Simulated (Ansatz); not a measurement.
# Al₃H (singlet): the correlation ladder, cc-pVDZ

One table from this session's results is given with a row withheld; the runs are named, their logs left out.

The runs use Ansatz 0.2.0, Gaussian basis; cc-pVDZ, core rule «outside noble gas», up to 15 orbitals frozen.

Plan: UHF; CCSD(T) on RHF; CCSD(T) on UHF; BCCD(T) on RHF; CISD; CCSDT(Q) on RHF; CCSDT(Q) on UHF; CCSDTQ on RHF.

2 further runs of the same task are left out: 2 set aside as unsound or not needed.

### What is computed

The geometry is a PBE0/def2-TZVP stationary point (not a proven minimum).

4 atoms, charge 0, spin multiplicity 1.

Atoms are counted from 1 here; the program's logs count them from 0.

Bond lengths: Al1–Al2 2.725 Å, Al2–Al3 2.725 Å, Al2–H4 1.829 Å. Angles: Al1–Al2–Al3 106.7°, Al1–Al2–H4 53.4°, Al3–Al2–H4 53.4°.

The first run:

Input file in.yaml:

```yaml
crystal:
  periodic: [false, false, false]
  atoms:
    - {symbol: Al, position_ang: [0.000000, 0.532764, 2.186919]}
    - {symbol: Al, position_ang: [0.000000, -1.093027, 0.000000]}
    - {symbol: Al, position_ang: [0.000000, 0.532764, -2.186919]}
    - {symbol: H, position_ang: [0.000000, 0.736113, 0.000000]}
basis:
  gaussian: {orbitals: cc-pVDZ}
magnetization: {spin_polarized: true, initial_magnetization: 0}
hamiltonian: {xc: hf}
output: {orbitals: {seedname: orbitals}}
```

Started as:

```
$ ansatz run in.yaml --threads 1 --pin off --events-out ev --progress --plain --max-ram 4096MiB --backend cpu
```

Among the steps run: UHF; CCSD(T) on RHF; CCSD(T) on UHF; BCCD(T) on RHF; CISD; CCSDT(Q) on RHF; CCSDT(Q) on UHF; CCSDTQ on RHF.

One table of the session follows, with a row left open; its other results are not shown here.

| method | from RCCSDTQ (meV) |
| --- | --- |
| RHF | +5954.4 |
| RMP2 | +1667.6 |
| CISD | +1077.5 |
| RCCSD | +369.5 |
| RCCSD(T) | ? |
| BCCD(T) | +111.0 |
| RCCSDT | +49.8 |
| RCCSDT(Q) | +18.0 |
| RCCSDTQ | 0 |

**Question.** Estimate the row for RCCSD(T).

**Answer.** from RCCSDTQ (meV): +112.4. In the column «from RCCSDTQ (meV)» it lies between BCCD(T) (+111.0) and RCCSD (+369.5).

Caveats from the session: Left out of the table: UHF, UMP2, UCCSD, UCCSD(T), UCCSDT, UCCSDT(Q) (another determinant or state than the rows shown).
